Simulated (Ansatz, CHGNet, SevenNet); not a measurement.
**How well does each level of theory give the TO(Γ) frequency of rock-salt MgS?**

Reference value: 240 cm⁻¹ (measured, temperature not stated, no zero-point or thermal correction; as tabulated in Chmeruk and Núñez-Valdez (2023), arXiv:2212.11645).

```
level (code)                   value (cm⁻¹)  cell (Å³/atom)
-----------------------------  ------------  --------------
CHGNet-r²SCAN                           303           17.51
SevenNet-0                              208           17.82
SevenNet-l3i5                           204           17.86
LDA (Ansatz)                              …           16.87
PBE (Ansatz)                            224           17.88
PBEsol (Ansatz)                           …           17.39
r²SCAN (Ansatz)                           …           17.61
B3LYP (VWN-RPA form) (Ansatz)           203           18.03
LC-ωPBE (Ansatz)                          …           17.23
r²SCAN0 (Ansatz)                        240           17.43
r²SCANh (Ansatz)                        238           17.53
Hartree–Fock (Ansatz)                   190           18.45
```

Task: Fill in the missing entries.

Result: 
- LDA (Ansatz, a quantum-chemistry and plane-wave program), value (cm⁻¹): 252
- PBEsol (Ansatz), value (cm⁻¹): 243
- r²SCAN (Ansatz), value (cm⁻¹): 237
- LC-ωPBE (Ansatz), value (cm⁻¹): 246

Differences against the reference: CHGNet-r²SCAN +26 %, SevenNet-0 -13.3 %, SevenNet-l3i5 -15.0 %, LDA +5.0 %, PBE -6.7 %, PBEsol +1.2 %, r²SCAN -1.2 %, B3LYP (VWN-RPA form) -15.4 %, LC-ωPBE +2.5 %, r²SCAN0 0.0 %, r²SCANh -0.8 %, Hartree–Fock -21 %.

Once the reference is moved by up to 3.0 % (a margin picked here for doubts on the reference and the settings, and for temperature and zero-point motion) and values within 0.7 % count as equal, the nearest can be r²SCAN0 (0.0 %), r²SCANh (-0.8 %), PBEsol (+1.2 %), r²SCAN (-1.2 %) or LC-ωPBE (+2.5 %). By the same margin the farthest can be CHGNet-r²SCAN (+26 %) or Hartree–Fock (-21 %). Within 10 %: LDA, PBE, PBEsol, r²SCAN, LC-ωPBE, r²SCAN0, r²SCANh.

The reference isn't brought to a static lattice, while the calculations are for one, so the differences are not the levels' errors alone.  Each level is taken at its own relaxed cell. Cutoffs and k meshes differ between the levels. Ansatz's density-functional and Hartree–Fock values are scalar-relativistic unless marked +SOC, with PAW data made under PBE.

Machine-learned potentials (CHGNet-r²SCAN, SevenNet-0, SevenNet-l3i5) are trained on DFT data: a solid inside that data is no test of them.

Differences are worked out from the printed values.
